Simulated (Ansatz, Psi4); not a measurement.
# Worked example: the enthalpy of formation of C2H6O (SMILES COC)

C2H6O: 9 atoms, total charge 0, spin state singlet. As SMILES, `COC`. The coordinates come from a PBE0-D4/def2-TZVP relaxation.

Total energies at TPSSh/cc-pVDZ (Psi4 1.11); the atoms run unrestricted:

```
species    state  energy (Eh)
  C2H6O  singlet  -155.038736
      C  triplet   -37.855744
      O  triplet   -75.074009
      H  doublet    -0.499259
```

Harmonic wavenumbers at PBE0-D4/def2-TZVP, in cm⁻¹: 213, 248, 413, 978, 1134, 1163, 1194, 1226, 1271, 1454, 1475, 1484, 1484, 1491, 1510, 2977, 2988, 3028, 3034, 3134, 3136.

Measured heats of formation of the gaseous atoms at 298.15 K, in kJ/mol: C 716.9, O 249.2, H 218.0. Spin-orbit lowering of the atoms at 298 K (mean of the ground term's levels less their thermal mean, from spectra), in kJ/mol: C 0.02, O 0.40. Take 1 Eh = 2625.50 kJ/mol, 1 cm⁻¹ = 0.0119627 kJ/mol, RT = 2.479 kJ/mol.

Q: What heat of formation follows?

A: 
1. Electronic atomisation energy: 2 × (-37.855744) + (-75.074009) + 6 × (-0.499259) − (-155.038736) = 1.257685 Eh = 3302.1 kJ/mol.
2. Zero-point energy: half the sum of the wavenumbers, 17517.5 cm⁻¹ = 209.6 kJ/mol.
3. Thermal vibrational enthalpy, Σ hcν̃/(exp(hcν̃/kT) − 1): 3.9 kJ/mol. Translation, rotation and pV of a non-linear molecule: 4 RT = 9.9 kJ/mol.
4. The 9 free atoms carry 5/2 RT each: 55.8 kJ/mol.
5. Spin-orbit coupling lowers the free atoms by 2 × 0.02 + 0.40 = 0.4 kJ/mol.
6. Atomisation enthalpy at 298 K: 3302.1 − 0.4 − 209.6 − 3.9 − 9.9 + 55.8 = 3134.1 kJ/mol.
7. Sum of the atoms' heats of formation: 2991.0 kJ/mol. Heat of formation: 2991.0 − 3134.1 = -143.1 kJ/mol.

The tabulated value is -184.0 kJ/mol (Active Thermochemical Tables), so this level is off by +40.9 kJ/mol, or 1.3 % of the atomisation enthalpy. Anharmonicity and any spin-orbit splitting of the molecule are left out.
